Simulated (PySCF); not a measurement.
Compound: i-PrOEt, C5H12O.
Cartesian coordinates in Å at the PBE0-D3(BJ)/def2-TZVP level; atoms count from 1:
```
atom  x, y, z in Å
C1     2.6516   -0.1142    0.5542
C2     1.3889    0.4514   -0.0456
O3     0.3328   -0.4363    0.2207
C4    -0.8817   -0.1307   -0.4365
C5    -1.5624    1.0909    0.1577
C6    -1.7509   -1.3639   -0.3333
H7     3.4955    0.5528    0.3656
H8     2.5410   -0.2346    1.6336
H9     2.8764   -1.0915    0.1228
H10    1.1842    1.4449    0.3774
H11    1.5023    0.5795   -1.1336
H12   -0.6622    0.0667   -1.4989
H13   -0.9501    1.9888    0.0579
H14   -2.5114    1.2801   -0.3491
H15   -1.7641    0.9265    1.2192
H16   -2.6964   -1.2148   -0.8585
H17   -1.2420   -2.2270   -0.7649
H18   -1.9683   -1.5829    0.7150
```

All values: wB97X-D/pcSseg-2 (PySCF, non-relativistic), on one gas-phase PBE0-D3(BJ)/def2-TZVP geometry that isn't relaxed in the solvent. The solvent is an IEF-PCM continuum (cavity from Bondi-type radii × 1.2). Specific hydrogen bonds and non-electrostatic terms are outside this model.

Gas phase at wB97X-D/pcSseg-2: HOMO -9.18 eV, LUMO 2.36 eV, dipole 1.18 D.

Q: What does the continuum do to the energy, the frontier levels and the dipole at wB97X-D/pcSseg-2 in chloroform?

A: 
```tsv
solvent	ε	E(solvent) − E(gas) (kcal/mol)	polarisation term (kcal/mol)	distortion of the solute (kcal/mol)	HOMO (eV)	LUMO (eV)	dipole (D)
chloroform	4.711	-2.09	-2.32	0.23	-9.21	2.47	1.57
```

The first energy column is the sum of the next two and covers electrostatics alone.

Q: Which radius a makes the point-dipole formula ΔE = −[(ε − 1)/(2ε + 1)]·μ²/a³ give the value in chloroform, with the gas-phase dipole?

A: μ = 0.464 au and |ΔE| = 0.00332 Eh give a = 1.51 Å; the farthest nucleus lies 3.56 Å from the centroid of the nuclei, so such a sphere wouldn't even hold the nuclei. The formula assumes a rigid point dipole at the centre of a sphere.

Q: Give the dipole vector in the frame of the coordinates (D, pointing from negative to positive charge), gas and chloroform.

A: Gas (-0.15, 0.93, -0.71), solvent (-0.20, 1.23, -0.95). Its length changes by +33 % and its direction by less than 1°.

The pairwise dispersion term of wB97X-D wasn't added to the energies; at a given geometry it leaves orbitals and properties as they are.
